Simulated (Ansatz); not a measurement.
# SF₄: one species, many methods

The task here is to estimate one member of a computed series from the others.

Computed with Ansatz 0.2.0, Gaussian basis. Level: functionals in def2-TZVPP, the program's frozen cores in correlated methods.

Plan: LDA (SPW92), PBE-D4, revPBE-D4, BLYP-D4, r2SCAN-D4, B97M-V, PBE0-D4, B3LYP-D4, r2SCANh-D4, r2SCAN0-D4, HSE06-D4, BHLYP-D4, CAM-B3LYP-D4, LC-ωPBE, ωB97X-V, ωB97M-V, B2PLYP, PBE-QIDH; CCSD(T)/def2-SVP; CCSD(T)/def2-TZVPP; CCSD(T)/def2-QZVPP; extrapolation to the limit; RPA on PBE.

### The geometry

The geometry comes from an earlier relaxation with PBE0-D4 in a triple-zeta def2 set; it is a stationary point.

SMILES `FS(F)(F)F`, 5 atoms, charge 0, spin multiplicity 1.

Atoms are counted from 1 here; the program's logs count them from 0.

Bond lengths: F1–S2 1.553 Å, S2–F3 1.649 Å, S2–F4 1.649 Å, S2–F5 1.553 Å. Angles: F1–S2–F3 87.6°, F1–S2–F4 87.6°, F1–S2–F5 101.3°, F3–S2–F4 172.5°, F3–S2–F5 87.6°, F4–S2–F5 87.6°.

The first run:

File in.yaml:

```yaml
crystal:
  periodic: [false, false, false]
  atoms:
    - {symbol: F, position_ang: [-0.561173, -0.227980, 1.172798]}
    - {symbol: S, position_ang: [0.063988, -0.357355, -0.243004]}
    - {symbol: F, position_ang: [1.536709, -0.462000, 0.491432]}
    - {symbol: F, position_ang: [-1.440139, -0.077307, -0.858165]}
    - {symbol: F, position_ang: [0.400605, 1.124641, -0.563061]}
basis:
  gaussian: {orbitals: def2-TZVPP}
hamiltonian: {xc: lda}
output: {orbitals: {seedname: orbitals}}
```

Started as:

```
$ ansatz run in.yaml --threads 2 --pin off --events-out ev --progress --plain --max-ram 32768MiB --backend cpu
```

Steps of the session up to this table: LDA; PBE-D4 (GGA); revPBE-D4 (GGA); BLYP-D4 (GGA); r2SCAN-D4 (meta-GGA); B97M-V (meta-GGA); PBE0-D4 (hybrid); B3LYP-D4 (hybrid); r2SCANh-D4 (hybrid); r2SCAN0-D4 (hybrid); HSE06-D4 (hybrid); BHLYP-D4 (hybrid); CAM-B3LYP-D4 (range-separated); LC-ωPBE (range-separated); ωB97X-V (range-separated); ωB97M-V (range-separated); B2PLYP (double hybrid); PBE-QIDH (double hybrid).

One table of the session follows, with a row left open; its other results are not shown here.

It belongs to the step «Orbital energies across the functionals». 

```
  functional  HOMO (eV)  LUMO (eV)  gap (eV)
 LDA (SPW92)      -8.40      -3.21      5.19
      PBE-D4      -8.15      -2.91      5.24
   revPBE-D4      -8.06      -2.80      5.26
     BLYP-D4      -8.11      -2.84      5.27
   r2SCAN-D4      -8.52      -2.81      5.71
      B97M-V      -8.65      -2.76      5.90
     PBE0-D4      -9.82      -1.93      7.89
    B3LYP-D4      -9.62      -2.24      7.38
  r2SCANh-D4          ?          ?         ?
  r2SCAN0-D4     -10.08      -1.86      8.21
    HSE06-D4      -9.41      -2.32      7.09
    BHLYP-D4     -11.46      -0.87     10.60
CAM-B3LYP-D4     -11.33      -0.78     10.56
     LC-ωPBE     -12.56       0.58     13.14
     ωB97X-V     -12.23       0.48     12.70
     ωB97M-V     -12.16       0.39     12.56
```

Estimate the missing values for r2SCANh-D4.

Worked estimate for «HOMO (eV)». Against the share of exact exchange, r2SCAN-D4 (0, -8.52), r2SCAN0-D4 (0.25, -10.08) give a slope of -6.24 per unit share; at 0.1 the line stands at -9.14.

The run gave: HOMO (eV): -9.14; LUMO (eV): -2.43; gap (eV): 6.71. In «HOMO (eV)» the line misses by 0.00.
